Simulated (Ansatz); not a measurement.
# CH₃ClSi: taking an electron away

One table from this session's results is given with a row withheld; the runs are named, their logs left out.

The runs use Ansatz 0.2.0, Gaussian basis; unrestricted cation, the program's frozen cores in correlated methods.

Levels to be run: UKS PBE-D4/def2-TZVPP; UKS r2SCAN-D4/def2-TZVPP; UKS PBE0-D4/def2-TZVPP; UKS B3LYP-D4/def2-TZVPP; UKS wB97X-V/def2-TZVPP; UKS wB97M-V/def2-TZVPP; UKS B2PLYP/def2-TZVPP; UHF-CCSD(T)/def2-TZVPP; UHF-MP2/def2-QZVPP; extrapolation to the limit; then −ε(HOMO) from the neutral's earlier runs with LDA (SPW92), PBE-D4, revPBE-D4, BLYP-D4, r2SCAN-D4, B97M-V, PBE0-D4, B3LYP-D4, r2SCANh-D4, r2SCAN0-D4, HSE06-D4, BHLYP-D4, CAM-B3LYP-D4, LC-ωPBE, ωB97X-V, ωB97M-V.

### The geometry

All runs share one geometry, relaxed beforehand with PBE0-D4 in a triple-zeta def2 set.

6 atoms, charge 0, spin multiplicity 1.

Atoms are counted from 1 here; the program's logs count them from 0.

Bond lengths: C1–Si2 1.887 Å, C1–H4 1.096 Å, C1–H5 1.093 Å, C1–H6 1.096 Å, Si2–Cl3 2.093 Å. Angles: Si2–C1–H4 110.2°, Si2–C1–H5 111.6°, Si2–C1–H6 110.2°, H4–C1–H5 109.0°, H4–C1–H6 106.7°, H5–C1–H6 109.0°, C1–Si2–Cl3 98.3°.

The first run:

in.yaml

```yaml
crystal:
  periodic: [false, false, false]
  atoms:
    - {symbol: C, position_ang: [-0.420911, 0.376226, -0.177077]}
    - {symbol: Si, position_ang: [0.228190, -0.642082, 1.273083]}
    - {symbol: Cl, position_ang: [1.857716, -1.533853, 0.308492]}
    - {symbol: H, position_ang: [0.353847, 1.065786, -0.531386]}
    - {symbol: H, position_ang: [-1.308685, 0.949943, 0.100088]}
    - {symbol: H, position_ang: [-0.668057, -0.280019, -1.019400]}
basis:
  gaussian: {orbitals: def2-TZVPP}
total_charge: 1
magnetization: {spin_polarized: true, initial_magnetization: 1}
hamiltonian: {xc: pbe, dispersion: d4}
```

Among the steps run: Cation, UKS PBE-D4/def2-TZVPP; Cation, UKS r2SCAN-D4/def2-TZVPP; Cation, UKS PBE0-D4/def2-TZVPP; Cation, UKS B3LYP-D4/def2-TZVPP; Cation, UKS wB97X-V/def2-TZVPP; Cation, UKS wB97M-V/def2-TZVPP; Cation, UKS B2PLYP (frozen core)/def2-TZVPP; Cation, UHF-CCSD(T)/def2-TZVPP; Cation, UHF-MP2/def2-QZVPP.

One of the session's tables, all rows but one given; the rest of the session is left out.

Orbital estimates, from the neutral's runs:

| functional | −ε(HOMO) (eV) |
| --- | --- |
| LDA (SPW92) | 5.69 |
| PBE-D4 | 5.59 |
| revPBE-D4 | ? |
| BLYP-D4 | 5.47 |
| r2SCAN-D4 | 5.80 |
| B97M-V | 5.87 |
| PBE0-D4 | 6.68 |
| B3LYP-D4 | 6.50 |
| r2SCANh-D4 | 6.20 |
| r2SCAN0-D4 | 6.80 |
| HSE06-D4 | 6.28 |
| BHLYP-D4 | 7.66 |
| CAM-B3LYP-D4 | 7.97 |
| LC-ωPBE | 9.25 |
| ωB97X-V | 8.92 |
| ωB97M-V | 8.76 |

Estimate the missing values for revPBE-D4.

The run gave: −ε(HOMO) (eV): 5.56. In the column «−ε(HOMO) (eV)» it lies between BLYP-D4 (5.47) and PBE-D4 (5.59).

Caveats from the session: The cation may have settled in a state other than its lowest; no search over hole states beyond the program's own was made.
